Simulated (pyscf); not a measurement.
PySCF, gas phase, ωB97X-D3(BJ)/def2-SVP geometries.

Problem. `[SH2]` + `[Cl][Zr]([Cl])([Cl])[Cl]` → `[SH][Zr]([Cl])([Cl])[Cl]` + `[ClH]`
Surface: singlet. Broken: H–S, Cl–Zr. Formed: S–Zr, Cl–H. Give ΔE‡ and ΔE from ωB97M-D3(BJ)/def2-TZVP, relative to the separated reactants.

Solution. ΔE‡ = 76.2 kJ/mol, ΔE = +68.8 kJ/mol. Zero-point energy shifts the barrier by -2.4 kJ/mol. It is a four-centre exchange, with an imaginary mode of 397i cm⁻¹. On the reactant side the descent ends in an adduct with a S–Zr contact (not fully relaxed), 61.8 kJ/mol under the separated species and 113.0 kJ/mol under the saddle at ωB97X-D3(BJ)/def2-TZVP. On the product side the descent ends in an adduct with a Cl–Zr contact, 34.8 kJ/mol under the separated species and 22.5 kJ/mol under the saddle at ωB97X-D3(BJ)/def2-TZVP. What is counted as formed (S–Zr) is already present as a longer contact in the reactant adduct; forming that adduct is a step of its own. What is counted as broken (Cl–Zr) persists as a longer contact in the product adduct; parting that adduct is a step of its own. At ωB97X-D3(BJ)/def2-TZVP the barrier from the zero used here is 51.1 kJ/mol. One saddle was located; it need not be the lowest between these sides. Elements past Kr carry the def2 core potentials, without spin-orbit coupling.
